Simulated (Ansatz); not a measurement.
System: CS2, charge 0, triplet. This triplet is an excited state, 2.8 eV above the singlet at CCSD(T)/cc-pV(5+d)Z (Ansatz, an electronic-structure program). CS2 (parent SMILES S=C=S, triplet).
B3LYP-D3(BJ)/def2-TZVP minimum from Ansatz:
```
C
S 1 1.6250
S 1 1.6250 2 126.12
```
Charge 0, spin multiplicity 3.

Total energies in aug-cc-pV(D+d)Z, 16 correlated electrons, 11 frozen orbitals. Radicals and triplets start from unrestricted determinants; spin-orbit coupling is neglected. Correlated methods leave the cores frozen. No relativity. The UHF reference of CS2 (parent SMILES S=C=S, triplet) is spin-contaminated (<S^2> up to 0.04 over the pure value in the sets run). The spin of CS2 (parent SMILES S=C=S, triplet) was assumed, and the state is the lowest solution found for it.

```csv
method,program,energy (Eh),minus CCSDT(Q) (mEh)
HF,Ansatz,-832.87148,429.06
MP2,Ansatz,-833.24030,60.23
CCSD,Ansatz,-833.27461,25.92
CCSD(T),Ansatz,-833.29658,3.95
CCSDT(Q),Ansatz,-833.30053,0.00
```

Rough core times of Ansatz's runs on a shared machine: CCSD(T) under 20 s, CCSDT(Q) 8 min.
